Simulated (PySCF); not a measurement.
Point groups of optimised structures. Method used: PBE0-D3(BJ)/def2-SVP geometry optimisation, gas phase (PySCF 2.14.0). The symmetry is that of the one conformer found, every atom within 0.08 Å of its image; none is proved a minimum here.

**Question.** Point group, rotor type and polarity of `C[P+](C)(C)C`?

**Answer.** Td; spherical top; symmetry number 12; 24 operations, which sort the 17 atoms into 3 sets; dipole about the centre of mass forbidden by symmetry (computed 0.00 D); A, B, C = 3368, 3367, 3366 MHz.

**Question.** What symmetry has `[Si][Se]` [singlet]?

**Answer.** C∞v; linear; symmetry number 1; dipole 1.23 D, along the axis.

**Question.** What symmetry has `C[As](C)C`?

**Answer.** C3v; oblate symmetric top; symmetry number 3; 6 operations, which sort the 13 atoms into 4 sets; dipole 1.03 D, along the axis.

**Question.** Point group, rotor type and polarity of `[O:1]=[N:2][OH:3]` with O1–N2–O3–H 0° (nitrous acid)?

**Answer.** Cs; near-prolate asymmetric top; symmetry number 1; 2 operations, which sort the 4 atoms into 4 sets; dipole 1.70 D, in the ab plane, which is the mirror; heavy atoms equivalent by symmetry: none.

**Question.** What symmetry has `O=c1c(F)c1Cl`?

**Answer.** Cs; asymmetric top; symmetry number 1; 2 operations, which sort the 6 atoms into 6 sets; dipole 2.70 D, in the ab plane, which is the mirror; A, B, C = 3914, 2175, 1398 MHz.
